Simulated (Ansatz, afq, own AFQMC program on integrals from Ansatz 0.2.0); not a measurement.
**Atomization energy of CHF, singlet, worked out**

```yaml
atoms:
  - { symbol: C, position_ang: [-0.1260, -0.4787, -0.1172] }
  - { symbol: F, position_ang: [0.8863, 0.0518, 0.4909] }
  - { symbol: H, position_ang: [-0.7603, 0.4269, -0.3736] }
```

Connectivity, by distances: CH–F.

Basis def2-TZVP. Only valence electrons are correlated. Integrals, coupled cluster, full CI and functionals: Ansatz 0.2.0; the random walks run on the same integrals in our own AFQMC program. ph-AFQMC/CISD is guided by a CISD state made of CCSD amplitudes; releasing the constraint for a short imaginary time cuts its bias at the price of noise, slowly where states lie close. ± is one standard error of the sampling.

Total energies in eV. CBS is CCSD(T) at the limit of def2-TZVPP/QZVPP (extrapolated itself); the highest rung of each member is named.

Cautions: CHF (singlet): higher spins were not checked, restricted determinant unstable towards unrestricted (UHF 220 meV lower, ⟨S²⟩ 0.51).

```
      member  count  CCSD(T)/def2-TZVP  highest rung in def2-TZVP     which  CCSD(T)/CBS
 C (triplet)     +1         -1028.0742                 -1028.0883       FCI   -1028.3149
 F (doublet)     +1         -2710.9359                 -2710.9439    CCSDTQ   -2712.1062
 H (doublet)     +1           -13.6005                   -13.6005       FCI     -13.6059
CHF, singlet     -1         -3761.4642                 -3761.5010  CCSDT(Q)   -3763.2236
```

Work out the best estimate of the atomization energy: the CCSD(T)/CBS difference plus the step from CCSD(T) to the highest rung.

Sums with the counts: CCSD(T)/CBS 9.1966 eV, highest rung 8.8683 eV, CCSD(T)/def2-TZVP 8.8536 eV. The step is 8.8683 − 8.8536 = 0.0147 eV, so the best estimate is 9.1966 + (0.0147) = 9.2113 eV. The basis set is worth 0.343 eV of it. Zero-point, core-correlation and spin–orbit terms aren't in it.

Best estimates are given only where the step beyond CCSD(T) is under 0.3 eV and no member's determinant is very poor (T1 over 0.05, or 0.07 for open shells, ⟨S²⟩ too high by 0.3, two states mixed), so the hardest cases are missing from such tables.

CCSDT and higher add their correlation energy to the determinant of the CCSD(T) run, since their own runs factorise the integrals more tightly (a shift of under 2 meV). Each member of a difference takes its own highest rung, so a best estimate needn't equal the limit plus the step of one row.
